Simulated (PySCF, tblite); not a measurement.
Isomers of C5H6F (doublet state), one GFN2-xTB conformer each. Single-point energies are computed at B3LYP/pcH-1 (PySCF, gas phase, no added dispersion term), electronic only. GFN2-xTB treats the open shell by occupation alone, and not every SCF solution was tested for stability.

Task: Rank them by B3LYP/pcH-1 energy, lowest first (kcal/mol).
A. `C[C@@]1(F)[CH]C=C1` [radical]
B. `[CH2:1]/[C:2]([F:3])=[CH:4]\[CH:5]=[CH2:6]` (doublet state) with H–C1–C2–F3 180° and 0°, C2–C4–C5–C6 180°

Result: B (0.0), A (23.0).

As drawn, the higher has a four-membered ring, which the lower lacks. GFN2-xTB itself gives, in the same order: 0.0, 12.2. Both levels put the same isomer lowest.

Task: What happens when harmonic zero-point energies from GFN2-xTB frequencies are added?

Result: 
```
            SMILES  ZPE (kcal/mol)  electronic (kcal/mol)  with ZPE (kcal/mol)
  [CH2]/C(F)=C\C=C            56.3                    0.0                  0.0
C[C@@]1(F)[CH]C=C1            57.0                   23.0                 23.7
```

The zero-point energies span 0.7 kcal/mol. The order is unchanged.
